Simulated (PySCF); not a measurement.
Species: BTD, C6H4N2S.
Atom-mapped SMILES: `[cH:1]1[cH:2][cH:3][c:4]2[n:5][s:6][n:7][c:8]2[cH:9]1` (hydrogens: H10 on C1; H11 on C2; H12 on C3; H13 on C9)

Structure used (PBE0-D3(BJ)/def2-SVP), in Å, numbered top down from 1:
```xyz
13
C6H4N2S angstrom
C     -1.6088    0.7483    0.1504
C     -1.7027   -0.6772    0.0910
C     -0.5932   -1.4697   -0.0407
C      0.6774   -0.8348   -0.1171
N      1.8622   -1.4335   -0.2458
S      2.9782   -0.2528   -0.2781
N      2.0267    1.0569   -0.1341
C      0.7728    0.6095   -0.0536
C     -0.4042    1.3967    0.0812
H     -2.5287    1.3287    0.2536
H     -2.6911   -1.1387    0.1527
H     -0.6551   -2.5578   -0.0870
H     -0.3226    2.4836    0.1253
```

Level of theory: PySCF, TDDFT CAM-B3LYP/def2-SVPD, vertical, gas phase, core orbitals frozen in the response.

Ground-to-excited transition dipoles (e·a0, same axes as the geometry; the sign carries no meaning), for the states with f of 0.002 or more among the lowest 9:

```csv
state,E (eV),μx,μy,μz
S1,4.160,0.048,0.735,0.032
S2,4.615,1.450,-0.090,-0.125
S5,6.380,-1.524,0.095,0.131
S6,6.423,-0.025,-0.327,-0.014
S7,6.600,-0.008,-0.143,-0.006
S9,6.820,0.012,-0.007,0.131
```

Task: Work out the oscillator strengths.

Result: f = (2/3) ΔE |μ|² with ΔE in hartree (27.2114 eV).

| state | \|μ\|² (au) | \|μ\| (D) | f |
| --- | --- | --- | --- |
| S1 | 0.544 | 1.87 | 0.055 |
| S2 | 2.126 | 3.71 | 0.240 |
| S5 | 2.347 | 3.89 | 0.367 |
| S6 | 0.108 | 0.83 | 0.017 |
| S7 | 0.021 | 0.36 | 0.003 |
| S9 | 0.017 | 0.33 | 0.003 |

Task: Label these states by symmetry in C2v.

Result: The ground state is totally symmetric, so the direction of μ fixes the label. Polarised along the twofold axis, so A1: S2 and S5. Polarised across the twofold axis, so B1 or B2: S1, S6, S7 and S9. Which of B1 and B2 hangs on the choice of axes; S1, S6 and S7 take one label and S9 the other.

Task: All atoms lie in one plane. Which transitions are polarised in it and which across it?

Result: In the plane: S1, S2, S5, S6 and S7. Perpendicular: S9. States polarised in the plane are symmetric under reflection in it, those polarised across it antisymmetric.

Task: Which bond between heavy atoms lies closest to the direction of the S5 transition dipole?

Result: C4–N5 and N7–C8, at 23° from it; next C8–C9 and C3–C4 at 30°.

Task: What angle do the transition dipoles of S1 and S5 make?

Result: |cos θ| = |μa·μb| / (|μa| |μb|) = 0.00, so θ ≈ 90° (taken between 0 and 90°, since the signs are arbitrary).

Task: What peak molar absorption coefficient would the strongest computed level give as a lone Gaussian band 0.5 eV wide at half height?

Result: ε(max) = 2.175×10⁸ f / FWHM, with the width in cm⁻¹. S5: 2.175×10⁸ × 0.3669 / 4033 ≈ 20000 L mol⁻¹ cm⁻¹.

All these states lie below the vertical ionisation energy of 9.00 eV (ΔSCF).

Hardware: one thread, Arm Neoverse V2, on a shared host. Cost: 3.0 min of wall time.
